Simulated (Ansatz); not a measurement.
# O₂+ (quartet): from Hartree-Fock to the top rungs, cc-pVTZ

How much of the correlation energy of O₂+ (quartet) does each wave-function method recover here?

Program: Ansatz 0.2.0, Gaussian basis. Level of theory: cc-pVTZ, core rule «outside noble gas», up to 2 orbitals frozen. These are calculated values, not measurements.

To be run: UHF; CCSD(T) on ROHF; CCSD(T) on UHF; BCCD(T) on ROHF; CISD; CCSDT(Q) on ROHF; CCSDT(Q) on UHF; CASSCF and MRCISD+Q, 11 electrons in 8 orbitals; CASSCF and NEVPT2, 11 electrons in 8 orbitals.

2 further runs of the same task are left out: 2 set aside as unsound or not needed.

## Step 1: The geometry

The geometry is a PBE0/def2-TZVP stationary point (not a proven minimum) of the parent state, kept for this charge and spin.

2 atoms, charge 1, spin multiplicity 4.

Atoms are counted from 1 here; the program's logs count them from 0.

Bond lengths: O1–O2 1.098 Å.

## Step 2: UHF

Input file in.yaml:

```yaml
crystal:
  periodic: [false, false, false]
  atoms:
    - {symbol: O, position_ang: [0.000000, 0.000000, 0.000000]}
    - {symbol: O, position_ang: [0.000000, 0.000000, 1.098200]}
basis:
  gaussian: {orbitals: cc-pVTZ}
total_charge: 1
magnetization: {spin_polarized: true, initial_magnetization: 3}
hamiltonian: {xc: hf}
output: {orbitals: {seedname: orbitals}}
```

On the command line:

```console
> ansatz run in.yaml --threads 1 --pin off --events-out ev --progress --plain --max-ram 2816MiB --backend cpu
```

After this run come: CCSD(T) on ROHF; CCSD(T) on UHF; BCCD(T) on ROHF; CISD; CCSDT(Q) on ROHF; CCSDT(Q) on UHF; CASSCF and MRCISD+Q, 11 electrons in 8 orbitals; CASSCF and NEVPT2, 11 electrons in 8 orbitals.

Q: Predict the results of all the runs planned. Wanted: UCCSDT(Q) below the RHF energy; RMP2 from UCCSDT(Q); UMP2 from UCCSDT(Q); RCCSD from UCCSDT(Q); RCCSD(T) from UCCSDT(Q); UCCSD(T) from UCCSDT(Q); RCCSDT(Q) from UCCSDT(Q); NEVPT2 valence from UCCSDT(Q); MRCISD+Q valence from UCCSDT(Q).

**Answer**, as computed:

| quantity | value |
| --- | --- |
| UCCSDT(Q) below the RHF energy | -10.1575 eV |
| RMP2 from UCCSDT(Q) | +784.8 meV |
| UMP2 from UCCSDT(Q) | +925.9 meV |
| RCCSD from UCCSDT(Q) | +294.5 meV |
| RCCSD(T) from UCCSDT(Q) | +30.3 meV |
| UCCSD(T) from UCCSDT(Q) | +26.0 meV |
| RCCSDT(Q) from UCCSDT(Q) | +4.9 meV |
| NEVPT2 valence from UCCSDT(Q) | +1242.3 meV |
| MRCISD+Q valence from UCCSDT(Q) | +84.8 meV |
| levels within 1 kcal/mol (43 meV) | RCCSD(T), UCCSD(T), BCCD(T), RCCSDT, UCCSDT, RCCSDT(Q) |
| T1 diagnostic | 0.017 |
| effectively unpaired electrons | 3.01 |

In words: RCCSD(T) lands +30.3 meV from the yardstick (0.3 % of the correlation energy). One determinant dominates. Of the multireference levels listed MRCISD+Q valence comes nearest in total energy (+84.8 meV), which doesn't show that its space is the better one. These misses are within one basis, not against nature; the frozen cores of restricted and unrestricted runs differ, which can shift their rows.
